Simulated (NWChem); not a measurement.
Everything below was run with NWChem. System: C₂H₃O, charge 0, spin multiplicity 2, at a geometry optimised with UB3LYP/def2-SVP. The structure started from a generated list of species. Its SCF solution wasn't tested for a lower state. Level: UHF/6-311G** (spherical d).

Output (cleaned and shortened):

```
             Northwest Computational Chemistry Package (NWChem) 7.3.0
             --------------------------------------------------------

                                NWChem Input Module
                                -------------------

 Scaling coordinates for geometry "geometry" by  1.889725989
 (inverse scale =  0.529177249)

 Turning off AUTOSYM since
 SYMMETRY directive was detected!

                             Geometry "geometry" -> ""
                             -------------------------

 Output coordinates in angstroms (scale by  1.889725989 to convert to a.u.)

  No.       Tag          Charge          X              Y              Z
 ---- ---------------- ---------- -------------- -------------- --------------
    1 C                    6.0000    -0.07619400    -1.16936000     0.00000000
    2 C                    6.0000     0.42500700     0.25360100     0.00000000
    3 O                    8.0000    -0.19594900     1.26001500     0.00000000
    4 H                    1.0000     0.32684700    -1.68726300     0.88425300
    5 H                    1.0000     0.32684700    -1.68726300    -0.88425300
    6 H                    1.0000    -1.17898000    -1.21104400     0.00000000

 Effective nuclear repulsion energy (a.u.)      62.8178256776

            Nuclear Dipole moment (a.u.)
            ----------------------------
        X                 Y               Z
 ---------------- ---------------- ----------------
     0.0000000000    -0.0000075589     0.0000000000

      Symmetry information
      --------------------

 Group name             Cs
 Group number              2
 Group order               2
 No. of unique centers     5

      Symmetry unique atoms

     1    2    3    4    6


 Summary of "ao basis" -> "" (spherical)
 ------------------------------------------------------------------------------
       Tag                 Description            Shells   Functions and Types
 ---------------- ------------------------------  ------  ---------------------
 *                          6-311g**                  on all atoms

 Summary of "ao basis" -> "ao basis" (spherical)
 ------------------------------------------------------------------------------
       Tag                 Description            Shells   Functions and Types
 ---------------- ------------------------------  ------  ---------------------
 C                          6-311g**                 8       18   4s3p1d
 O                          6-311g**                 8       18   4s3p1d
 H                          6-311g**                 4        6   3s1p

                                 NWChem SCF Module
                                 -----------------

  ao basis        = "ao basis"
  functions       =    72
  atoms           =     6
  alpha electrons =    12
  beta  electrons =    11
  charge          =   0.00
  wavefunction    = UHF
  use symmetry    = T
  symmetry adapt  = T

 Summary of "ao basis" -> "ao basis" (spherical)
 ------------------------------------------------------------------------------
       Tag                 Description            Shells   Functions and Types
 ---------------- ------------------------------  ------  ---------------------
 C                          6-311g**                 8       18   4s3p1d
 O                          6-311g**                 8       18   4s3p1d
 H                          6-311g**                 4        6   3s1p

      Symmetry analysis of basis
      --------------------------

        a'         50
        a"         22

 Forming initial guess at       0.0s

   Symmetry analysis of molecular orbitals - initial alpha
   -------------------------------------------------------

  Numbering of irreducible representations:

     1 a'          2 a"

  Orbital symmetries:

     1 a'          2 a'          3 a'          4 a'          5 a'
     6 a'          7 a'          8 a'          9 a"         10 a"
    11 a'         12 a'         13 a"         14 a'         15 a'
    16 a"         17 a'         18 a'         19 a"         20 a'
    21 a'         22 a"

   Symmetry analysis of molecular orbitals - initial beta
   ------------------------------------------------------
[...]
 Vector   14  Occ=0.000000D+00  E= 1.535224D-01  Symmetry=a'
              MO Center=  5.9D-02, -1.8D+00, -2.6D-15, r^2= 4.9D+00
   Bfn.  Coefficient  Atom+Function         Bfn.  Coefficient  Atom+Function
  ----- ------------  ---------------      ----- ------------  ---------------
    10      1.779767  1 C  s                 57     -1.116319  4 H  s
    63     -1.116319  5 H  s                 69     -0.698372  6 H  s
    12     -0.519936  1 C  py                28      0.168756  2 C  s

 Vector   15  Occ=0.000000D+00  E= 2.079595D-01  Symmetry=a"
              MO Center=  5.8D-01, -1.7D+00,  3.2D-14, r^2= 5.0D+00
   Bfn.  Coefficient  Atom+Function         Bfn.  Coefficient  Atom+Function
  ----- ------------  ---------------      ----- ------------  ---------------
    57      1.824387  4 H  s                 63     -1.824387  5 H  s
    13     -1.166140  1 C  pz                31      0.307733  2 C  pz

                     UHF Final Beta Molecular Orbital Analysis
                     -----------------------------------------

 Vector    9  Occ=1.000000D+00  E=-6.045415D-01  Symmetry=a'
              MO Center= -2.2D-01, -7.7D-01, -1.4D-13, r^2= 2.0D+00
   Bfn.  Coefficient  Atom+Function         Bfn.  Coefficient  Atom+Function
  ----- ------------  ---------------      ----- ------------  ---------------
     7      0.236628  1 C  px                68     -0.194618  6 H  s
    11      0.163819  1 C  px                43      0.154923  3 O  px

 Vector   10  Occ=1.000000D+00  E=-5.334186D-01  Symmetry=a"
              MO Center= -1.9D-02,  3.2D-01,  1.7D-13, r^2= 2.3D+00
   Bfn.  Coefficient  Atom+Function         Bfn.  Coefficient  Atom+Function
  ----- ------------  ---------------      ----- ------------  ---------------
    45      0.332382  3 O  pz                49      0.309492  3 O  pz
    41      0.214119  3 O  pz                 9     -0.162288  1 C  pz

 Vector   11  Occ=1.000000D+00  E=-4.922409D-01  Symmetry=a'
              MO Center=  1.6D-02,  6.1D-01,  1.6D-14, r^2= 1.9D+00
   Bfn.  Coefficient  Atom+Function         Bfn.  Coefficient  Atom+Function
  ----- ------------  ---------------      ----- ------------  ---------------
    43      0.254122  3 O  px                47      0.251351  3 O  px
    44      0.237606  3 O  py                48      0.222874  3 O  py
    39      0.163832  3 O  px                40      0.155970  3 O  py

 Vector   12  Occ=0.000000D+00  E= 1.070818D-01  Symmetry=a'
              MO Center=  2.2D-01, -4.2D-01, -2.3D-13, r^2= 4.1D+00
   Bfn.  Coefficient  Atom+Function         Bfn.  Coefficient  Atom+Function
  ----- ------------  ---------------      ----- ------------  ---------------
    10      1.143401  1 C  s                 69     -0.742416  6 H  s
    28     -0.501820  2 C  s                 57     -0.457159  4 H  s
    63     -0.457159  5 H  s                 29     -0.365752  2 C  px
    47      0.288917  3 O  px                25     -0.158000  2 C  px

 Vector   13  Occ=0.000000D+00  E= 1.695977D-01  Symmetry=a"
              MO Center=  3.0D-01, -1.1D-01,  8.1D-15, r^2= 3.0D+00
   Bfn.  Coefficient  Atom+Function         Bfn.  Coefficient  Atom+Function
  ----- ------------  ---------------      ----- ------------  ---------------
    57     -0.685482  4 H  s                 63      0.685482  5 H  s
    31      0.664567  2 C  pz                49     -0.448443  3 O  pz
    13      0.382109  1 C  pz                27      0.281252  2 C  pz
    45     -0.206326  3 O  pz                23      0.183916  2 C  pz
    41     -0.151372  3 O  pz

 Vector   14  Occ=0.000000D+00  E= 1.742366D-01  Symmetry=a'
              MO Center=  4.5D-01, -1.3D+00, -9.8D-13, r^2= 4.7D+00
   Bfn.  Coefficient  Atom+Function         Bfn.  Coefficient  Atom+Function
  ----- ------------  ---------------      ----- ------------  ---------------
    10      1.309776  1 C  s                 57     -1.175256  4 H  s
    63     -1.175256  5 H  s                 12     -0.657464  1 C  py
    28      0.516387  2 C  s                 29      0.275477  2 C  px
    11      0.230455  1 C  px                47     -0.206886  3 O  px

 center of mass
 --------------
 x =   0.02293819 y =   0.19957813 z =   0.00000000

 moments of inertia (a.u.)
 ------------------
         181.721850557567           4.693521790190           0.000000000000
           4.693521790190          21.559529345910           0.000000000000
           0.000000000000           0.000000000000         192.025074340263

  Mulliken analysis of the total density
  --------------------------------------

    Atom       Charge   Shell Charges
 -----------   ------   -------------------------------------------------------
    1 C    6     6.27   1.10  0.89  0.59  0.72  1.58  0.47  0.87  0.05
    2 C    6     5.78   1.10  0.89  0.54  0.82  1.30  0.50  0.49  0.13
    3 O    8     8.33   1.08  0.91  0.92  1.01  2.04  0.84  1.51  0.02
    4 H    1     0.87   0.26  0.51  0.08  0.03
    5 H    1     0.87   0.26  0.51  0.08  0.03
    6 H    1     0.87   0.26  0.50  0.09  0.02

  Mulliken analysis of the alpha density
  --------------------------------------

    Atom       Charge   Shell Charges
 -----------   ------   -------------------------------------------------------
    1 C    6     3.17   0.55  0.45  0.31  0.37  0.82  0.22  0.43  0.03
    2 C    6     3.26   0.55  0.44  0.33  0.45  0.79  0.32  0.31  0.07
    3 O    8     4.24   0.54  0.46  0.49  0.51  1.07  0.42  0.74  0.01
    4 H    1     0.43   0.13  0.25  0.04  0.01
    5 H    1     0.43   0.13  0.25  0.04  0.01
    6 H    1     0.46   0.13  0.26  0.05  0.01

   Mulliken analysis of the beta density
   -------------------------------------

    Atom       Charge   Shell Charges
 -----------   ------   -------------------------------------------------------
    1 C    6     3.10   0.55  0.45  0.28  0.35  0.76  0.24  0.44  0.03
    2 C    6     2.52   0.55  0.45  0.21  0.37  0.51  0.18  0.19  0.07
    3 O    8     4.09   0.54  0.46  0.43  0.50  0.97  0.42  0.76  0.01
    4 H    1     0.44   0.13  0.26  0.04  0.01
    5 H    1     0.44   0.13  0.26  0.04  0.01
    6 H    1     0.41   0.13  0.24  0.03  0.01

   Mulliken analysis of the spin density
   -------------------------------------

    Atom       Charge   Shell Charges
 -----------   ------   -------------------------------------------------------
    1 C    6     0.07   0.00 -0.00  0.03  0.02  0.06 -0.02 -0.02  0.00
    2 C    6     0.74   0.00 -0.00  0.12  0.08  0.28  0.14  0.12  0.00
    3 O    8     0.15  -0.00 -0.00  0.06  0.01  0.10 -0.00 -0.02 -0.00
    4 H    1    -0.01  -0.00 -0.01  0.00  0.00
    5 H    1    -0.01  -0.00 -0.01  0.00  0.00
    6 H    1     0.05   0.01  0.02  0.02 -0.00

       Multipole analysis of the density wrt the origin
       ------------------------------------------------

     L   x y z        total         alpha         beta         nuclear
     -   - - -        -----         -----         ----         -------
     0   0 0 0     -0.000000    -12.000000    -11.000000     23.000000

     1   1 0 0      0.088140     -0.470446      0.558586      0.000000
     1   0 1 0     -1.153641     -0.815570     -0.338064     -0.000008
     1   0 0 1      0.000000      0.000000      0.000000      0.000000

     2   2 0 0    -13.664341    -13.910614    -10.572047     10.818320
     2   1 1 0      0.223693      0.542933      1.355818     -1.675058
     2   1 0 1      0.000000      0.000000     -0.000000      0.000000
     2   0 2 0    -14.730967    -59.260134    -57.073828    101.602995
     2   0 1 1     -0.000000     -0.000000     -0.000000      0.000000
     2   0 0 2    -12.642981     -9.419490     -8.807946      5.584454

 Task  times  cpu:        0.9s     wall:        0.9s

 Total times  cpu:        0.9s     wall:        0.9s
```

Problem. Write an NWChem input that would produce this output.

Solution. This is not unique; one that fits is 
```
start mol
memory heap 200 mb stack 900 mb global 1100 mb
geometry units angstroms nocenter noautoz
  C     -0.076194    -1.169360     0.000000
  C      0.425007     0.253601     0.000000
  O     -0.195949     1.260015     0.000000
  H      0.326847    -1.687263     0.884253
  H      0.326847    -1.687263    -0.884253
  H     -1.178980    -1.211044     0.000000
  symmetry group Cs
end
basis spherical
  * library 6-311g**
end
scf
  uhf
  nopen 1
  maxiter 100
  thresh 1e-7
  semidirect memsize 60000000 filesize 0
  # guess.movecs holds the orbitals of an unrestricted PBE0 run
  vectors input guess.movecs output mol.movecs
end
task scf energy
```
